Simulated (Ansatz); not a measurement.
Molecule: CHO₂, net charge 1, singlet state. It need not be the lowest isomer of its formula. 
Structure (B3LYP-D3(BJ)/def2-TZVP (Ansatz, a program for electronic structure) minimum search):
```xyz
4

C     -0.0077     0.0047    -0.1102
O      0.0672    -0.0407     1.1055
O      0.0159    -0.0120    -1.2317
H     -0.6186     0.3938     1.6710
```
Charge +1, spin multiplicity 1.

Basis-set convergence of Hartree-Fock and CCSD correlation energies (hartree) with Ansatz. Valence correlation only, unless marked. Spin-orbit coupling is left out. Non-relativistic.

| basis | functions | E(HF) | E(corr, CCSD) |
|---|---|---|---|
| cc-pVDZ | - | -187.86783 | -0.48357 |
| cc-pVTZ | 104 | -187.92555 | -0.59207 |
| cc-pVQZ | 195 | -187.93978 | -0.63047 |

Extrapolating the two largest sets (X = 3 and 4) as X^-3: E(corr) = (64·(-0.63047) - 27·(-0.59207))/37 = -0.6585 Eh, an estimate of the basis-set limit. The largest set recovers 95.7 % of it, the smallest 73.4 %.
